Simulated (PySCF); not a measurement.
Molecule (SMILES): P#P (P2).
Geometry (B3LYP-D3(BJ)/def2-TZVP, fixed):
```xyz
2

P      0.0000     0.0000    -0.9447
P      0.0000     0.0000     0.9447
```
Charge 0, spin multiplicity 1.

How fast the isotropic shielding of P1 converges with the basis for several methods (PySCF): deviation from each method's own reference, in ppm. References: HF -372.14 ppm, the value in pcSseg-3; PBE -309.81 ppm, the value in pcSseg-3; PBE0 -338.73 ppm, the value in pcSseg-3. All functions are spherical. No added dispersion term, no relativity. GIAO; atoms are numbered in the order shown.

```tsv
basis	functions	HF	PBE	PBE0
STO-3G	18	-234.09	144.41	[?]
6-31+G*	44	85.47	96.63	[?]
pcSseg-1	48	-34.59	-7.33	[?]
6-311G**	52	-54.26	-10.56	[?]
6-311++G(2d,2p)	70	9.69	18.62	[?]
def2-TZVP	74	-32.41	-29.26	[?]
pcSseg-2	86	-40.26	-15.77	[?]
aug-pcseg-2	100	10.83	10.59	[?]
aug-cc-pV(T+d)Z	110	55.71	56.11	[?]
def2-QZVPPD	152	-5.09	-3.13	[?]
aug-pcseg-3	178	1.00	2.22	[?]
aug-cc-pV(Q+d)Z	178	100.13	90.58	[?]
```

### Question
Fill in the missing entries.

### Answer

- STO-3G, PBE0: 92.03
- 6-31+G*, PBE0: 93.38
- pcSseg-1, PBE0: -12.60
- 6-311G**, PBE0: -17.68
- 6-311++G(2d,2p), PBE0: 17.14
- def2-TZVP, PBE0: -30.04
- pcSseg-2, PBE0: -20.16
- aug-pcseg-2, PBE0: 9.41
- aug-cc-pV(T+d)Z, PBE0: 56.55
- def2-QZVPPD, PBE0: -4.39
- aug-pcseg-3, PBE0: 0.20
- aug-cc-pV(Q+d)Z, PBE0: 92.23

Mean absolute deviation over 6-311G**, 6-311++G(2d,2p), def2-TZVP, pcSseg-2, aug-pcseg-2, aug-cc-pV(T+d)Z: PBE 23.49, PBE0 25.16, HF 33.86 ppm.
